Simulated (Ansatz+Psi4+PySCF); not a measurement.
A calculation with Ansatz (development build ahead of 0.2.0).

```yaml
crystal:
  periodic: [false, false, false]
  atoms:
    - { symbol: C, position_ang: [0.1899, 0.4742, -0.0304] }
    - { symbol: "N", position_ang: [-0.2465, -0.6158, 0.0395] }
    - { symbol: H, position_ang: [0.5865, 1.4649, -0.094] }
basis:
  gaussian: { orbitals: cc-pVTZ }
total_charge: 1
magnetization:
  spin_polarized: true
  initial_magnetization: 1
hamiltonian:
  xc: hf
correlation:
  method: mp2
  frozen_orbitals: { C: 1, H: 0, "N": 1 }
scf:
  omitted_lower_state_checks: [starts, atomic_configurations, cluster_reference, orbital_swaps, given_window_search, neighbouring_geometries, increment]
```

The input is written out in the form of the current development build from the run's settings.

Results

| Item | Value |
| --- | --- |
| Converged | yes |
| Reference energy | -92.46987 hartree |
| Correlation energy | -0.27231 hartree |
| Total energy | -92.74218 hartree |
| Spin squared of the determinant | 0.760 |
| Stability test | minimum |
| Occupied orbitals by symmetry in an Abelian subgroup (alpha; beta) | 6 A' 1 A''; 5 A' 1 A'' |

Caution: MP2 on this radical cation hangs on the determinant chosen.
